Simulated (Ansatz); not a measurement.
The input, for Ansatz 0.2.0:

```yaml
crystal:
  periodic: [false, false, false]
  atoms:
    - {symbol: Ru, position_ang: [0.000000, 0.000000, 0.000000]}
    - {symbol: H, position_ang: [0.000000, 0.000000, 1.589200]}
basis:
  gaussian: {orbitals: def2-SVP}
magnetization: {spin_polarized: true, initial_magnetization: 5}
hamiltonian: {xc: hf}
accuracy: high
output: {forces: true, orbitals: {seedname: orbitals}}
```

```sh
$ ansatz run in.yaml --threads 1 --pin off --events-out ev --progress --plain --max-ram 2393MiB
```

Output:

```
677 factors; integrals over basis functions are off by at most 2.5e-9 eV
mean field evaluation 1: about -2572.9227 eV, gradient 1.1e1 eV
mean field evaluation 2: about -2573.0477 eV, gradient 1.1e1 eV
mean field evaluation 4: about -2574.0744 eV, gradient 1.6e0 eV
mean field evaluation 8: about -2574.1811 eV, gradient 4.8e-1 eV
mean field evaluation 16: about -2574.1930 eV, gradient 1.4e-2 eV
mean field evaluation 32: about -2575.0151 eV, gradient 2.5e-8 eV
mean field evaluation 64: about -2574.6626 eV, gradient 9.2e-1 eV
mean field evaluation 96: about -2573.8343 eV, gradient 9.6e0 eV
mean field evaluation 128: about -2574.8521 eV, gradient 2.3e0 eV
mean field evaluation 160: about -2574.2228 eV, gradient 8.7e-1 eV
mean field -2575.01505352 eV, -94.6300578090 hartree, gradient 2.5e-8 eV, S^2 8.758481; 6 other end points of the search recorded, 0 dependent functions left out
the calculation of the forces begins
reference -2575.01505352 eV, -94.6300578090 hartree; 11, 6 occupied and 25, 30 virtual orbitals, 677 factors
Total energy: -2575.01505352 eV, -94.6300578090 hartree
Atom 0 at     0.000000     0.000000     0.000000 Å, force    -0.000000     0.000000    -2.847856 eV/Å
Atom 1 at     0.000000     0.000000     1.589200 Å, force     0.000000    -0.000000     2.847856 eV/Å
Dipole moment:     0.000000     0.000000     0.016705 e Å
```

Forces (eV/Å):
```
Ru   0.000  0.000 -2.848
H    0.000  0.000  2.848
```

Ran on 1 thread of Arm Neoverse V2, shared host: 0.84 s wall, 0.05 GiB peak host memory.
